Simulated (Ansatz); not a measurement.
## Scan of BH₂, doublet

Starting geometry (PBE0/def2-TZVP stationary point for this spin, not checked as a minimum):

```xyz
3

B     0.0000   -0.0800    0.0000
H     0.0000    0.4291   -1.0770
H     0.0000    0.4291    1.0770
```

From there the angle named below is changed in its plane at fixed bond lengths, both arms turning rigidly about the middle atom; atoms are numbered as listed. Energies are in eV, counted from the starting geometry at the same level. Kohn–Sham curves are unrestricted where that lies lower.

Basis aug-cc-pVDZ; Ansatz 0.2.0. Correlated methods freeze the noble-gas cores.

In so small a basis the reference is far from its limit while semilocal and hybrid functionals are nearer theirs (RPA and double hybrids share much of the reference's basis error), so the functionals' errors here hold much of the reference's basis and frozen-core error, which can add to them or hide them.

Full CI is exact within this basis and frozen core; it isn't the basis-set limit.

```csv
angle H2-B1-H3 (°),full CI,PBE,revPBE,r2SCAN,PBE0,B3LYP,wB97M-V,B2PLYP,PBE-QIDH,RPA-PBE
67.6,1.979,1.861,1.875,1.901,1.920,1.942,1.937,1.979,1.985,1.962
86.0,0.889,0.841,0.845,0.856,0.866,0.878,0.877,0.893,0.891,0.877
107.4,0.196,0.195,0.194,0.195,0.198,0.202,0.204,0.202,0.198,0.189
122.5,0.015,0.020,0.018,0.018,0.018,0.019,0.020,0.018,0.016,0.012
129.4,0.000,0.000,0.000,0.000,0.000,0.000,0.000,0.000,0.000,0.000
142.0,0.058,0.037,0.041,0.043,0.044,0.043,0.040,0.049,0.054,0.062
154.1,0.178,0.126,0.133,0.140,0.143,0.141,0.135,0.158,0.170,0.187
180.0,0.371,0.262,0.276,0.287,0.297,0.294,0.285,0.330,0.353,0.381
```
